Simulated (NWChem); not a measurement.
The numbers come from NWChem runs, not from measurements. System: ethane (C$_{2}$H$_{6}$), charge 0, spin multiplicity 1, at a geometry optimised with B3LYP/def2-SVP. Level: G0W0@B3LYP/def2-TZVP, RI basis def2-tzvp-rifit, VWN1-RPA local correlation.

Part of the output:

```
             Northwest Computational Chemistry Package (NWChem) 7.3.0
             --------------------------------------------------------

                                NWChem Input Module
                                -------------------

 Scaling coordinates for geometry "geometry" by  1.889725989
 (inverse scale =  0.529177249)

 Turning off AUTOSYM since
 SYMMETRY directive was detected!

                             Geometry "geometry" -> ""
                             -------------------------

 Output coordinates in angstroms (scale by  1.889725989 to convert to a.u.)

  No.       Tag          Charge          X              Y              Z
 ---- ---------------- ---------- -------------- -------------- --------------
    1 C                    6.0000     0.04460000    -0.76255600     0.00000000
    2 C                    6.0000    -0.04460000     0.76255600     0.00000000
    3 H                    1.0000     0.58005100    -1.13691000     0.88796900
    4 H                    1.0000     0.58005100    -1.13691000    -0.88796900
    5 H                    1.0000    -0.95533600    -1.22674800     0.00000000
    6 H                    1.0000    -0.58005100     1.13691000     0.88796900
    7 H                    1.0000    -0.58005100     1.13691000    -0.88796900
    8 H                    1.0000     0.95533600     1.22674800     0.00000000

 Effective nuclear repulsion energy (a.u.)      41.9997603417

            Nuclear Dipole moment (a.u.)
            ----------------------------
        X                 Y               Z
 ---------------- ---------------- ----------------
     0.0000000000     0.0000000000     0.0000000000

      Symmetry information
      --------------------

 Group name             C2h
 Group number             21
 Group order               4
 No. of unique centers     3

      Symmetry unique atoms

     1    3    5


 Summary of "ao basis" -> "" (spherical)
 ------------------------------------------------------------------------------
       Tag                 Description            Shells   Functions and Types
 ---------------- ------------------------------  ------  ---------------------
 *                         def2-tzvp                  on all atoms

 new library libraries.bse/

 Summary of "ri basis" -> "" (spherical)
 ------------------------------------------------------------------------------
       Tag                 Description            Shells   Functions and Types
[...]
  ----- ------------  ---------------      ----- ------------  ---------------
    77      1.812771  5 H  s                 95     -1.812771  8 H  s
    65     -0.906490  3 H  s                 71     -0.906490  4 H  s
    83      0.906490  6 H  s                 89      0.906490  7 H  s
    12      0.808878  1 C  px                43      0.808878  2 C  px
    76     -0.259759  5 H  s                 94      0.259759  8 H  s

 center of mass
 --------------
 x =   0.00000000 y =   0.00000000 z =   0.00000000

 moments of inertia (a.u.)
 ------------------
          90.628337697083           3.972773967443           0.000000000000
           3.972773967443          22.934661052677           0.000000000000
           0.000000000000           0.000000000000          90.860775276040

     Multipole analysis of the density
     ---------------------------------

     L   x y z        total         alpha         beta         nuclear
     -   - - -        -----         -----         ----         -------
     0   0 0 0     -0.000000     -9.000000     -9.000000     18.000000

     1   1 0 0      0.000000      0.000000      0.000000      0.000000
     1   0 1 0      0.000000      0.000000      0.000000      0.000000
     1   0 0 1      0.000000      0.000000      0.000000      0.000000

     2   2 0 0    -11.214942    -11.312318    -11.312318     11.409694
     2   1 1 0      0.031580      1.269359      1.269359     -2.507137
     2   1 0 1     -0.000000     -0.000000     -0.000000      0.000000
     2   0 2 0    -11.752100    -32.941108    -32.941108     54.130116
     2   0 1 1     -0.000000     -0.000000     -0.000000      0.000000
     2   0 0 2    -11.213109    -11.238044    -11.238044     11.262979

 Task  times  cpu:        1.8s     wall:        1.8s

                                NWChem Input Module
                                -------------------

                                 NWChem GW Module
                                 ----------------

                             ***********************
                             ***        GW       ***
                             ***********************

 Summary of "ri basis" -> "ri basis" (spherical)
 ------------------------------------------------------------------------------
       Tag                 Description            Shells   Functions and Types
 ---------------- ------------------------------  ------  ---------------------
 C                      def2-tzvp-rifit             22       76   8s6p4d3f1g
 H                      def2-tzvp-rifit              7       15   4s2p1d

                 Memory Information
                 ------------------
          Available GA per process is          1699.9 MBs
          Available stack per process is        700.0 MBs
          Available heap per process is           0.0 MBs

          Peak memory in Initialization
              Peak GA per process is                  2.5 MBs
              Peak stack per process is               0.1 MBs
              Peak heap per process is                2.7 MBs
              Memory not in MA per process            0.0 MBs

          Peak memory in AFF Calculation
              Peak GA per process is                  8.3 MBs
              Peak stack per process is               4.9 MBs
              Peak heap per process is                0.0 MBs
              Memory not in MA per process            4.9 MBs

          Computing 2-center integrals
          Computing Inverse Cholesky factor
          Computing 3-center integrals
          Computing V_xc ...

          Computing Sigma_x
          Computing RPA polarizability
          Solving quasiparticle equations

                  Alpha Orbitals
          State     Energy (eV)     Error (eV)
          -----------------------------------
@GW         6        -14.871           0.002
@GW         7        -12.816           0.002
@GW         8        -12.358           0.002
@GW         9        -12.358           0.002
@GW        10          3.137           0.004
@GW        11          4.182           0.004

   Applying  -2.9952 eV scissor-shift to rest of particle states

   Applying   2.1003 eV scissor-shift to rest of hole states

     GW Timing Statistics
   ------------------------
   Init.   :          0.0s
     ERIs  :          0.3s
     Distr.:          0.0s
     Vxc   :          0.3s
   Sigma_x :          0.0s
   RPA     :          0.1s
   Wmn     :          0.0s
   Sigma_c :          0.0s
   GW total:          0.7s

 Task  times  cpu:        0.7s     wall:        0.7s

 Total times  cpu:        2.5s     wall:        2.5s
```

Q: Write an NWChem input that would produce this output.

A: Several could match; the one computed here: 
```
start mol
memory heap 200 mb stack 700 mb global 1700 mb
geometry units angstroms nocenter noautoz
  C      0.044600    -0.762556     0.000000
  C     -0.044600     0.762556     0.000000
  H      0.580051    -1.136910     0.887969
  H      0.580051    -1.136910    -0.887969
  H     -0.955336    -1.226748     0.000000
  H     -0.580051     1.136910     0.887969
  H     -0.580051     1.136910    -0.887969
  H      0.955336     1.226748     0.000000
  symmetry group C2h
end
basis spherical
  * library def2-tzvp
end
basis "ri basis" bse spherical
  * library def2-tzvp-rifit
end
dft
  xc b3lyp
  iterations 100
  direct
  tolerances tight
end
task dft energy
gw
  states alpha occ 4 vir 2
end
task dft gw
```
